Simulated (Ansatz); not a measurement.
Basis-set extrapolation for CH2O (`[CH2][O]`) (triplet) (PBE0-D4/def2-TZVP geometry, frozen core, Ansatz). Multiplicity 3, UHF reference.

```csv
,cc-pV(T+d)Z,cc-pV(Q+d)Z
HF,-113.838975,-113.847735
MP2 correlation,-0.336973,-0.363658
CCSD(T) correlation,-0.377792,-0.402954
```

Energies in hartree. Use E(X) = E(∞) + A·exp(−5.46·√X) for Hartree–Fock and E(X) = E(∞) + B·X^(−3.05) for correlation, with X = 3 and 4.

**Question.** What is the CCSD(T) energy at the basis-set limit?

**Answer.** HF limit: -113.847735 + (-0.008760) × 0.30130 = -113.85037. Correlation limit: -0.402954 + (-0.025162) × 0.71189 = -0.42087. Total: -114.27124 hartree, 143.0 kJ/mol below CCSD(T)/cc-pV(T+d)Z.
